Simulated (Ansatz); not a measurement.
Results of r²SCAN+SOC (Ansatz, a program for electronic structure, plane waves, PAW) for Ba₂TeP₂O₉ (P-1, No. 2; cell taken from a computed entry).

Run with plane-wave cutoff 560 eV, 4×4×4 k mesh, Fermi–Dirac smearing 0.01 eV, PAW data made under PBE.

Cell (relaxed with PBEsol):

```cif
data_Ba4O18P4Te2
_chemical_formula_sum 'Ba4 Te2 P4 O18'
_space_group_name_H-M_alt 'P 1'
_space_group_IT_number 1
_cell_length_a 6.92877
_cell_length_b 7.39574
_cell_length_c 8.85373
_cell_angle_alpha 77.106
_cell_angle_beta 79.806
_cell_angle_gamma 75.339
loop_
_space_group_symop_operation_xyz
  'x, y, z'
loop_
_atom_site_label
_atom_site_type_symbol
_atom_site_fract_x
_atom_site_fract_y
_atom_site_fract_z
_atom_site_occupancy
Ba1 Ba 0.62901 0.19537 0.58130 1
Ba2 Ba 0.37099 0.80463 0.41870 1
Ba3 Ba 0.89956 0.61770 0.75526 1
Ba4 Ba 0.10044 0.38230 0.24474 1
Te1 Te 0.35287 0.88805 0.95553 1
Te2 Te 0.64713 0.11195 0.04447 1
P1 P 0.13539 0.12169 0.64599 1
P2 P 0.86461 0.87831 0.35401 1
P3 P 0.37641 0.52074 0.81651 1
P4 P 0.62359 0.47926 0.18349 1
O1 O 0.28004 0.14848 0.49176 1
O2 O 0.71996 0.85152 0.50824 1
O3 O 0.37609 0.07198 0.10270 1
O4 O 0.62391 0.92802 0.89730 1
O5 O 0.19652 0.53435 0.94232 1
O6 O 0.80348 0.46565 0.05768 1
O7 O 0.06889 0.93291 0.67495 1
O8 O 0.93111 0.06709 0.32505 1
O9 O 0.72717 0.88505 0.22255 1
O10 O 0.27283 0.11495 0.77745 1
O11 O 0.04301 0.70706 0.35056 1
O12 O 0.95699 0.29294 0.64944 1
O13 O 0.52546 0.30121 0.19902 1
O14 O 0.47454 0.69879 0.80098 1
O15 O 0.55054 0.34280 0.85481 1
O16 O 0.44946 0.65720 0.14519 1
O17 O 0.67403 0.47876 0.34501 1
O18 O 0.32597 0.52124 0.65499 1
```

Problem. Give the computed band gap and Γ–Γ gap.

Solution. 
- band gap = 4.04 eV (on the SCF k mesh)
- Γ–Γ gap = 4.58 eV

Note: cell and atoms aren't relaxed at this level (largest force component 0.49 eV/Å, pressure -0.4 GPa).

It cost around 70 core-minutes (rough) of CPU time.
